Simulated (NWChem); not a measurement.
Molecule: SiF4; SMILES F[Si](F)(F)F

```xyz
5

F      0.4747     0.0571     1.5124
Si     0.0000     0.0000     0.0000
F     -0.1876     1.4754    -0.5513
F     -1.3790    -0.7783    -0.0923
F      1.0920    -0.7542    -0.8687
```
Atoms are numbered in this order, from 1.

Results from NWChem. Structure relaxed at the PBE0/def2-SVP level.

For level PBE/def2-SVP:

```yaml
highest occupied level (eV): -10.20
```

Q: How do the values read with level LDA (Slater exchange, VWN5)/def2-SVP instead?

A: 
| Property | Result |
|---|---|
| highest occupied level (eV) | -10.44 |
